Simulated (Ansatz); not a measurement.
# C₆H₆: a ladder of functionals and wavefunction methods

An exercise on one series of results from a longer session: the logs are not shown, and one member is left open.

Program: Ansatz 0.2.0, Gaussian basis. Level of theory: functionals in def2-TZVPP, the program's frozen cores in correlated methods. These are calculated values, not measurements.

Plan: LDA (SPW92), PBE-D4, revPBE-D4, BLYP-D4, r2SCAN-D4, B97M-V, PBE0-D4, B3LYP-D4, r2SCANh-D4, r2SCAN0-D4, HSE06-D4, BHLYP-D4, CAM-B3LYP-D4, LC-ωPBE, ωB97X-V, ωB97M-V, B2PLYP, PBE-QIDH; CCSD(T)/def2-SVP; CCSD(T)/def2-TZVPP; MP2/def2-QZVPP; extrapolation to the limit; RPA on PBE.

## The geometry

An earlier PBE0-D4 in a triple-zeta def2 set relaxation fixed the geometry.

SMILES `C=C1C=CC=C1`, 12 atoms, charge 0, spin multiplicity 1.

Atoms are counted from 1 here; the program's logs count them from 0.

Bond lengths: C1–C2 1.336 Å, C1–H7 1.084 Å, C1–H8 1.084 Å, C2–C3 1.465 Å, C2–C6 1.465 Å, C3–C4 1.346 Å, C3–H9 1.081 Å, C4–C5 1.466 Å, C4–H10 1.082 Å, C5–C6 1.346 Å, C5–H11 1.082 Å, C6–H12 1.081 Å. Angles: C2–C1–H7 121.3°, C2–C1–H8 121.3°, H7–C1–H8 117.3°, C1–C2–C3 126.8°, C1–C2–C6 126.8°, C3–C2–C6 106.3°, C2–C3–C4 107.8°, C2–C3–H9 124.6°, C4–C3–H9 127.6°, C3–C4–C5 109.0°, C3–C4–H10 126.4°, C5–C4–H10 124.6°, C4–C5–C6 109.0°, C4–C5–H11 124.6°, C6–C5–H11 126.4°, C2–C6–C5 107.8°, C2–C6–H12 124.6°, C5–C6–H12 127.6°.

The first run:

File in.yaml:

```yaml
crystal:
  periodic: [false, false, false]
  atoms:
    - {symbol: C, position_ang: [-0.818070, -1.597615, 0.906600]}
    - {symbol: C, position_ang: [-0.269851, -0.537824, 0.305541]}
    - {symbol: C, position_ang: [0.652901, 0.430422, 0.902617]}
    - {symbol: C, position_ang: [0.964811, 1.337498, -0.041678]}
    - {symbol: C, position_ang: [0.261537, 0.997412, -1.282683]}
    - {symbol: C, position_ang: [-0.471641, -0.113374, -1.081747]}
    - {symbol: H, position_ang: [-1.493448, -2.259817, 0.376512]}
    - {symbol: H, position_ang: [-0.605429, -1.830171, 1.944066]}
    - {symbol: H, position_ang: [1.002394, 0.394645, 1.924445]}
    - {symbol: H, position_ang: [1.624930, 2.186303, 0.076558]}
    - {symbol: H, position_ang: [0.333229, 1.561631, -2.202858]}
    - {symbol: H, position_ang: [-1.104366, -0.624209, -1.793272]}
basis:
  gaussian: {orbitals: def2-TZVPP}
hamiltonian: {xc: lda}
output: {orbitals: {seedname: orbitals}}
```

Command:

```
$ ansatz run in.yaml --threads 4 --pin off --events-out ev --progress --plain --max-ram 10444MiB
```

Among the steps run: LDA; PBE-D4 (GGA); revPBE-D4 (GGA); BLYP-D4 (GGA); r2SCAN-D4 (meta-GGA); B97M-V (meta-GGA); PBE0-D4 (hybrid); B3LYP-D4 (hybrid); r2SCANh-D4 (hybrid); r2SCAN0-D4 (hybrid); HSE06-D4 (hybrid); BHLYP-D4 (hybrid); CAM-B3LYP-D4 (range-separated); LC-ωPBE (range-separated); ωB97X-V (range-separated); ωB97M-V (range-separated); B2PLYP (double hybrid); PBE-QIDH (double hybrid).

One table of the session follows, with a row left open; its other results are not shown here.

It belongs to the step «Orbital energies across the functionals». 

```
  functional  HOMO (eV)  LUMO (eV)  gap (eV)
 LDA (SPW92)      -5.57      -3.03      2.54
      PBE-D4          ?          ?         ?
   revPBE-D4      -5.29      -2.71      2.58
     BLYP-D4      -5.19      -2.62      2.56
   r2SCAN-D4      -5.50      -2.69      2.81
      B97M-V      -5.47      -2.58      2.89
     PBE0-D4      -6.38      -1.91      4.47
    B3LYP-D4      -6.16      -2.08      4.07
  r2SCANh-D4      -5.89      -2.36      3.53
  r2SCAN0-D4      -6.48      -1.87      4.61
    HSE06-D4      -5.98      -2.28      3.69
    BHLYP-D4      -7.21      -0.86      6.35
CAM-B3LYP-D4      -7.66      -0.81      6.85
     LC-ωPBE      -9.04       0.23      9.27
     ωB97X-V      -8.65       0.21      8.85
     ωB97M-V      -8.57       0.13      8.70
```

Estimate the missing values for PBE-D4.

**Answer.** HOMO (eV): -5.36; LUMO (eV): -2.79; gap (eV): 2.57. In the column «HOMO (eV)» it lies between B97M-V (-5.47) and revPBE-D4 (-5.29).
